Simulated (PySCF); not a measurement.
Species: NO+, NO (charge +1).
Numbering: `[N:1]#[O+:2]`

The same species was optimised twice, with GFN2-xTB and with PBE0-D3(BJ)/def2-SVP (PySCF), and the same property calculations (PySCF, gas phase) were run on both structures.

```tsv
coordinate	GFN2-xTB	PBE0-D3(BJ)/def2-SVP	change
N1≡O2 (Å)	1.052	1.060	+0.008
```

Rotational constants: B = 61160 MHz (linear) (GFN2-xTB) against B = 60256 MHz (linear) (PBE0-D3(BJ)/def2-SVP). Point groups within 0.08 Å: C∞v and C∞v.

On the GFN2-xTB structure: HOMO (eV) -25.42 [PBE0/pcSseg-1]; LUMO (eV) -12.99 [PBE0/pcSseg-1]; GIAO shielding of N1 (ppm) -150.2 [PBE0/pcSseg-1]; GIAO shielding of O2 (ppm) -183.7 [PBE0/pcSseg-1].

Problem. What do these properties become on the PBE0-D3(BJ)/def2-SVP structure?

Solution. 
```json
{"property": "HOMO (eV)", "level": "PBE0/pcSseg-1", "on GFN2-xTB": "-25.42", "on PBE0-D3(BJ)/def2-SVP": "-25.41", "change": "+0.01"}
{"property": "LUMO (eV)", "level": "PBE0/pcSseg-1", "on GFN2-xTB": "-12.99", "on PBE0-D3(BJ)/def2-SVP": "-13.10", "change": "-0.11"}
{"property": "energy, GFN2-xTB geometry as zero (kcal/mol)", "level": "PBE0/pcSseg-1", "on GFN2-xTB": "0.0", "on PBE0-D3(BJ)/def2-SVP": "-0.1", "change": "-0.1"}
{"property": "GIAO shielding of N1 (ppm)", "level": "PBE0/pcSseg-1", "on GFN2-xTB": "-150.2", "on PBE0-D3(BJ)/def2-SVP": "-158.5", "change": "-8.3"}
{"property": "GIAO shielding of O2 (ppm)", "level": "PBE0/pcSseg-1", "on GFN2-xTB": "-183.7", "on PBE0-D3(BJ)/def2-SVP": "-195.2", "change": "-11.5"}
```

The heavy atoms differ by 0.004 Å rms after alignment. Among all bonds N1≡O2 changes most (+0.008 Å). Changes are differences of the printed values. Neither structure is proved a minimum here. Geometry: PBE0-D3(BJ)/def2-SVP; no solvent, vibrations or thermal averaging.
